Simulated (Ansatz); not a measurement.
Coupled-cluster diagnostics for Si2B, Ansatz.

Geometry of the doublet (PBE0-D4/def2-TZVP):

```xyz
3

B     0.267   -0.644    0.625
Si   -1.276    0.030   -0.126
Si    1.009    0.615   -0.498
```

Correlated methods freeze 11 core orbitals. In CCSD on the charge 0 doublet the largest single amplitude is 0.25, so its Hartree–Fock determinant may place the open shell otherwise than the density functionals do. At PBE0-D4/def2-TZVP a triplet of charge 1 lies 0.27 eV below the restricted singlet at the same geometry. The structure comes from a short search, and lower isomers may exist.

Geometry of the charge 0 quartet (PBE0-D4/def2-TZVP):

```tsv
atom	x (Å)	y (Å)	z (Å)
B1	-0.454	0.588	0.807
Si2	1.175	0.252	-0.268
Si3	-0.721	-0.840	-0.539
```

(1) Estimate the CCSD(T) correlation energy, the shares of MP2 and (T), T1 and the reference's ⟨S²⟩ for: charge 0, doublet, own geometry in def2-TZVPP; charge 0, doublet, own geometry in def2-TZVPD; charge 0, quartet, own geometry in def2-TZVPP; charge 1, singlet, vertical in def2-TZVPP; charge -1, singlet, vertical in def2-TZVPD; and the rough time on 4 threads of Arm Neoverse V1 on a shared host.

## Answers

(1) 
```json
{"state": "charge 0, doublet, own geometry", "basis": "def2-TZVPP", "correlation (eV)": "-8.912", "MP2 share (%)": "79.7", "(T) share (%)": "8.1", "T1": "0.086", "⟨S²⟩ (pure)": "1.47 (0.75)", "wall time": "2.9 s", "remarks": "large T1 (0.086), spin-contaminated (⟨S²⟩ 1.47)"}
{"state": "charge 0, doublet, own geometry", "basis": "def2-TZVPD", "correlation (eV)": "-8.867", "MP2 share (%)": "79.5", "(T) share (%)": "8.1", "T1": "0.086", "⟨S²⟩ (pure)": "1.47 (0.75)", "wall time": "3.7 s", "remarks": "large T1 (0.086), spin-contaminated (⟨S²⟩ 1.47)"}
{"state": "charge 0, quartet, own geometry", "basis": "def2-TZVPP", "correlation (eV)": "-8.330", "MP2 share (%)": "84.3", "(T) share (%)": "7.6", "T1": "0.035", "⟨S²⟩ (pure)": "3.82 (3.75)", "wall time": "2.5 s", "remarks": "–"}
{"state": "charge 1, singlet, vertical", "basis": "def2-TZVPP", "correlation (eV)": "-9.500", "MP2 share (%)": "87.5", "(T) share (%)": "9.1", "T1": "0.035", "⟨S²⟩ (pure)": "0.00 (0.00)", "wall time": "4 s", "remarks": "large T1 (0.035), restricted SCF unstable"}
{"state": "charge -1, singlet, vertical", "basis": "def2-TZVPD", "correlation (eV)": "-9.940", "MP2 share (%)": "87.4", "(T) share (%)": "7.9", "T1": "0.021", "⟨S²⟩ (pure)": "0.00 (0.00)", "wall time": "1.8 s", "remarks": "large T1 (0.021), restricted SCF unstable"}
```
Customary marks for T1 are 0.02 (closed shells), 0.045 (open shells) and about 0.05 (3d metals). T1 exceeds 0.02 in 5 of 5 rows and 0.045 in 2; the higher it lies, the less the single-reference result can be trusted.
